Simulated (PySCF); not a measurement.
Gas-phase reaction: HF + 2 CH2 → C2H5F

Energies from PySCF, thermal terms from the rigid-rotor harmonic-oscillator model, ideal gas at 1 bar. † marks an energy on the PBE0/def2-TZVP geometry and frequencies; other levels use their own. MP2 freezes the core. 6-31G* has spherical d functions here. Open shells (unrestricted): CH2 (multiplicity 3); the rest are closed-shell singlets. B3LYP is the form with VWN-RPA correlation. MP2 isn't extrapolated to the basis-set limit; its ΔH°(298 K) is -772.3 kJ in def2-SVP and -779.0 kJ in def2-TZVPP. The harmonic model lacks anharmonicity and excited electronic states, which grow with temperature; levels with a mode under 35 cm⁻¹ are left out. Internal rotation in C2H5F is treated as a harmonic vibration of one conformer, which makes the entropy rough.

```json
[
 {"level": "B3LYP/6-31G*", "ΔE electronic, kJ": "-886", "ΔH°(298 K), kJ": "-837", "ΔS°(298 K), J/K": "-301", "ΔG°(800 K), kJ": "-588"},
 {"level": "BLYP/def2-TZVP†", "ΔE electronic, kJ": "-821", "ΔH°(298 K), kJ": "-774", "ΔS°(298 K), J/K": "-301", "ΔG°(800 K), kJ": "-526"},
 {"level": "HF/def2-TZVP†", "ΔE electronic, kJ": "-570", "ΔH°(298 K), kJ": "-523", "ΔS°(298 K), J/K": "-301", "ΔG°(800 K), kJ": "-275"},
 {"level": "M06-2X/def2-TZVP†", "ΔE electronic, kJ": "-827", "ΔH°(298 K), kJ": "-780", "ΔS°(298 K), J/K": "-301", "ΔG°(800 K), kJ": "-532"},
 {"level": "MP2/def2-SVP†", "ΔE electronic, kJ": "-819", "ΔH°(298 K), kJ": "-772", "ΔS°(298 K), J/K": "-301", "ΔG°(800 K), kJ": "-524"},
 {"level": "PBE/def2-SVP", "ΔE electronic, kJ": "-886", "ΔH°(298 K), kJ": "-841", "ΔS°(298 K), J/K": "-301", "ΔG°(800 K), kJ": "-593"},
 {"level": "PBE0/def2-TZVP", "ΔE electronic, kJ": "-831", "ΔH°(298 K), kJ": "-784", "ΔS°(298 K), J/K": "-301", "ΔG°(800 K), kJ": "-536"},
 {"level": "r2SCAN/def2-TZVP†", "ΔE electronic, kJ": "-800", "ΔH°(298 K), kJ": "-753", "ΔS°(298 K), J/K": "-301", "ΔG°(800 K), kJ": "-505"},
 {"level": "ωB97M-V/def2-TZVP†", "ΔE electronic, kJ": "-849", "ΔH°(298 K), kJ": "-802", "ΔS°(298 K), J/K": "-301", "ΔG°(800 K), kJ": "-554"},
 {"level": "ωB97X-V/def2-TZVP†", "ΔE electronic, kJ": "-870", "ΔH°(298 K), kJ": "-823", "ΔS°(298 K), J/K": "-301", "ΔG°(800 K), kJ": "-575"}
]
```
ΔH° is lowest at PBE/def2-SVP and highest at HF/def2-TZVP†. No reference value is set beside these.
